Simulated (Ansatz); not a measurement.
`[AlH2][NH][SiH3]` → `[NH2][AlH][SiH3]`  (isomerisation)

Gas-phase electronic energies from Ansatz, PBE0-D4/def2-TZVP geometries. CCSD(T)/CBS adds triple-zeta CCSD(T) − MP2 to the extrapolated MP2 energy (def2 sets, frozen cores). DFT in def2-TZVPP. One conformer a species, not always the lowest.

`[AlH2][NH][SiH3]`:

Z-matrix (Å, degrees):
```
Si
N 1 1.727
H 1 1.490 2 112.2
H 1 1.485 2 107.4 3 -119.7
H 1 1.490 2 112.2 3 120.6
Al 2 1.782 1 129.3 3 119.7
H 2 1.012 1 114.6 3 -60.3
H 6 1.583 2 117.4 1 180.0
H 6 1.580 2 118.1 1 0.0
```

`[NH2][AlH][SiH3]`:

Cartesian coordinates in Å:
```
N 1.602 0.808 0.837
Al 0.655 0.397 -0.598
Si -1.470 -0.777 -0.263
H 1.332 0.595 1.784
H 2.487 1.289 0.826
H 1.251 0.819 -2.007
H -2.622 0.005 -0.800
H -1.749 -1.038 1.180
H -1.487 -2.097 -0.960
```

```csv
level,ΔE (kJ/mol)
ωB97X-V,43.2
r2SCAN,37.6
LC-ωPBE,37.4
RPA@PBE/def2-TZVPP,46.3
```

Q: What does CCSD(T)/CBS give? (Best estimate.)

A: Ansatz gave: +44.6 kJ/mol. The listed levels differ from it by -1.4, -7.0, -7.2, 1.7 kJ/mol.

Q: What do rigid-rotor, harmonic-oscillator terms from PBE0-D4/def2-TZVP frequencies (298.15 K, 1 bar) make of the CCSD(T)/CBS value? (Best estimate.)

A: Computed: ΔZPE = +5.9 kJ/mol, ΔH = +52.0 kJ/mol, ΔS = 15 J/(mol·K), ΔG = +47.7 kJ/mol.

Largest T1 diagnostic among the species: 0.013.

From BLYP to BHLYP (50 % exact exchange), in def2-TZVPP and without D4, ΔE moves by +14.3 kJ/mol. In def2-TZVPP, CCSD(T) changes the Hartree–Fock value by −15.0 kJ/mol (the triples alone add −1.5 kJ/mol) and MP2 by −5.6 kJ/mol.
